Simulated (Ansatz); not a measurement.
# CHClF2: the cost of one run

Program: Ansatz 0.2.0. Level of theory: the levels named in each step. These are calculated values, not measurements.

## 1. The starting structure

Bond lengths: F1–C2 1.335 Å, C2–F3 1.334 Å, C2–Cl4 1.778 Å, C2–H5 1.100 Å. Angles: F1–C2–F3 107.5°, F1–C2–Cl4 109.8°, F1–C2–H5 109.6°, F3–C2–Cl4 109.9°, F3–C2–H5 109.6°, Cl4–C2–H5 110.4°.

Structure file:

```xyz
5

F    -0.9371    1.1457   -0.2536
C    -0.4756    0.0478    0.3487
F    -1.1055   -0.9987   -0.1886
Cl    1.2755   -0.0976    0.0783
H    -0.6948    0.0974    1.4256
```

## 2. A rough first relaxation, PBE-D4/def2-SVP

This run stands in another session on the same molecule. It ended at:

```xyz
5

F    -0.9407    1.1625   -0.2591
C    -0.4865    0.0485    0.3411
F    -1.1115   -1.0151   -0.1933
Cl    1.2813   -0.0979    0.0874
H    -0.6801    0.0967    1.4342
```

## 3. Relaxation, PBE0-D4/def2-TZVPP

This run stands in another session on the same molecule. It ended at:

```xyz
5

F    -0.9341    1.1507   -0.2528
C    -0.4801    0.0481    0.3458
F    -1.1032   -1.0042   -0.1877
Cl    1.2580   -0.0960    0.0889
H    -0.6781    0.0960    1.4160
```

## 4. Frequencies, PBE0-D4/def2-TZVPP

input.yaml

```yaml
crystal:
  periodic: [false, false, false]
  atoms:
    - { symbol: F, position_ang: [-0.93408475, 1.15074636, -0.25279385] }
    - { symbol: C, position_ang: [-0.48008085, 0.04811653, 0.34583531] }
    - { symbol: F, position_ang: [-1.10319354, -1.0042054, -0.18766077] }
    - { symbol: Cl, position_ang: [1.25797472, -0.09604319, 0.08887442] }
    - { symbol: H, position_ang: [-0.67813558, 0.0960057, 1.41604489] }
basis:
  gaussian: { orbitals: def2-TZVPP }
hamiltonian:
  xc: pbe0
  dispersion: d4
phonons: {}
```

Started as:

```
> ansatz run input.yaml --threads 4 --pin off --max-ram 10240MiB --backend cpu --events-out ev --progress --plain --runs-dir out
```

What time and memory should one allow on 4 threads of Arm Neoverse V2, shared host?

About 17 s, with a peak of 0.28 GiB.
